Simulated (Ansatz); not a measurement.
# GaH⁻, quartet: stretch scan

Starting geometry (PBE0/def2-TZVPD stationary point for this spin):

```yaml
atoms:
  - { symbol: Ga, position_ang: [0.0000, 0.0000, 0.0000] }
  - { symbol: H, position_ang: [0.0000, 0.0000, 1.6026] }
```

From there H2 moves along the line of the two atoms named below, all else staying in place; atoms are numbered as listed. Energies are in kcal/mol, counted from the starting geometry at the same level. Kohn–Sham curves are unrestricted where that lies lower.

Basis aug-cc-pVDZ; Ansatz 0.2.0. Correlated methods freeze the noble-gas cores and the filled d shells of p-block atoms. No spin–orbit coupling is included, and no scalar relativity.

The highest occupied Kohn–Sham level of the anion is positive, up to +1.35 eV, so in those functionals the extra electron is held by the basis alone, which enters their differences from the reference.

In so small a basis the reference is far from its limit while semilocal and hybrid functionals are nearer theirs (RPA and double hybrids share part of the reference's basis error), so the functionals' errors here hold much of the reference's basis and frozen-core error, which can add to them or hide them.

Full CI is exact within this basis and frozen core; it isn't the basis-set limit.

```json
{"distance Ga1-H2 (Å)": "1.305", "full CI": "20.9", "PBE": "19.0", "r2SCAN": "17.1", "B97M-V": "18.7", "PBE0": "18.2", "B3LYP": "18.8", "wB97M-V": "17.5", "B2PLYP": "19.1", "RPA-PBE": "21.3"}
{"distance Ga1-H2 (Å)": "1.454", "full CI": "4.6", "PBE": "4.1", "r2SCAN": "3.1", "B97M-V": "4.0", "PBE0": "3.5", "B3LYP": "4.0", "wB97M-V": "3.2", "B2PLYP": "3.9", "RPA-PBE": "4.8"}
{"distance Ga1-H2 (Å)": "1.603", "full CI": "0.0", "PBE": "0.0", "r2SCAN": "0.0", "B97M-V": "0.0", "PBE0": "0.0", "B3LYP": "0.0", "wB97M-V": "0.0", "B2PLYP": "0.0", "RPA-PBE": "0.0"}
{"distance Ga1-H2 (Å)": "1.731", "full CI": "1.0", "PBE": "1.0", "r2SCAN": "1.8", "B97M-V": "1.0", "PBE0": "1.5", "B3LYP": "1.0", "wB97M-V": "1.8", "B2PLYP": "1.2", "RPA-PBE": "0.7"}
{"distance Ga1-H2 (Å)": "1.959", "full CI": "7.3", "PBE": "6.6", "r2SCAN": "8.6", "B97M-V": "6.6", "PBE0": "8.2", "B3LYP": "6.5", "wB97M-V": "8.7", "B2PLYP": "7.4", "RPA-PBE": "6.6"}
{"distance Ga1-H2 (Å)": "2.263", "full CI": "16.2", "PBE": "14.4", "r2SCAN": "17.2", "B97M-V": "14.5", "PBE0": "16.6", "B3LYP": "13.7", "wB97M-V": "17.0", "B2PLYP": "15.2", "RPA-PBE": "15.1"}
{"distance Ga1-H2 (Å)": "2.568", "full CI": "21.5", "PBE": "18.9", "r2SCAN": "22.7", "B97M-V": "19.4", "PBE0": "21.1", "B3LYP": "17.8", "wB97M-V": "21.1", "B2PLYP": "19.3", "RPA-PBE": "19.7"}
{"distance Ga1-H2 (Å)": "2.913", "full CI": "24.1", "PBE": "21.1", "r2SCAN": "26.0", "B97M-V": "21.9", "PBE0": "23.2", "B3LYP": "20.0", "wB97M-V": "22.9", "B2PLYP": "21.4", "RPA-PBE": "21.3"}
{"distance Ga1-H2 (Å)": "3.510", "full CI": "25.7", "PBE": "22.4", "r2SCAN": "28.2", "B97M-V": "23.1", "PBE0": "24.4", "B3LYP": "21.4", "wB97M-V": "23.7", "B2PLYP": "22.6", "RPA-PBE": "21.8"}
{"distance Ga1-H2 (Å)": "4.250", "full CI": "26.3", "PBE": "23.0", "r2SCAN": "29.1", "B97M-V": "23.9", "PBE0": "24.9", "B3LYP": "21.8", "wB97M-V": "23.8", "B2PLYP": "23.0", "RPA-PBE": "21.9"}
{"distance Ga1-H2 (Å)": "5.414", "full CI": "26.6", "PBE": "23.3", "r2SCAN": "29.5", "B97M-V": "24.4", "PBE0": "25.1", "B3LYP": "22.0", "wB97M-V": "24.1", "B2PLYP": "23.2", "RPA-PBE": "22.0"}
```

Task: Judged by the spread of the error over the points with a reference (largest less smallest), which of these follows full CI best and which worst?

Result: Subtracting the full CI column from each: best B97M-V (errors from -2.6 to 0.0, spread 2.6 kcal/mol), worst r2SCAN (from -3.8 to 2.9, spread 6.7 kcal/mol). Functionals and wave-function methods converge differently with the basis, so part of this is basis effect.

B3LYP at 5.414 Å lies 4.6 kcal/mol (17 %) below the reference in this basis.
